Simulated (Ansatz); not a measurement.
**What a trial cell of Cu relaxes into**

All numbers below come from DFT PBEsol, scalar-relativistic, plane waves, PAW (Ansatz). Cutoff 420 eV, Γ-centred k mesh, Gaussian smearing, no spin polarisation in the final step.

The start puts Cu on the diamond structure type (Fd-3m, No. 227), at a guessed volume.

```xyz
2
Lattice="0.0000 2.3559 2.3559 2.3559 0.0000 2.3559 2.3559 2.3559 0.0000" Properties=species:S:1:pos:R:3 pbc="T T T"
Cu    2.3559    2.3559    2.3559
Cu    3.5339    3.5339    3.5339
```

Steps on the 6×6×6 mesh (2 atoms). 9 of 9 steps are shown, and the free energy counts from the last. Trial steps that were taken back and renewals of the plane-wave basis can be among the rows.

```tsv
step	ΔF (meV/atom)	V (Å³/atom)	P (GPa)
1	502.4	13.08	45.27
2	134.1	15.08	17.12
3	32.7	16.63	4.69
4	23.8	17.55	-1.31
5	22.9	17.34	0.00
6	4.5	17.34	2.48
7	0.6	17.74	0.82
8	0.2	17.92	0.11
9	0.0	17.92	0.07
```

A final relaxation ran on a 18×18×18 mesh. The relaxed crystal, Fd-3m (No. 227):

Space group Fd-3m:1 (No. 227). a = 5.231 Å, b = 5.231 Å, c = 5.231 Å, α = 90.00°, β = 90.00°, γ = 90.00°
```csv
atom,site,symmetry,x,y,z
Cu,8a,-43m,0.5000,0.0000,0.5000
```

For Cu, the volume per atom is 17.89 Å³. The density is 5.90 g/cm³ and the energy over the standard structure is 1.20 eV/atom. The gap on the 18×18×18 mesh is 0 eV (a metal).

Energies count from the standard state of Cu at the same level.

The final run used a 18×18×18 mesh on its 2-atom cell and 0.10 eV smearing. For metals, differences of a few meV/atom aren't resolved.

Symmetry constrained the relaxation, so the result can be a saddle point.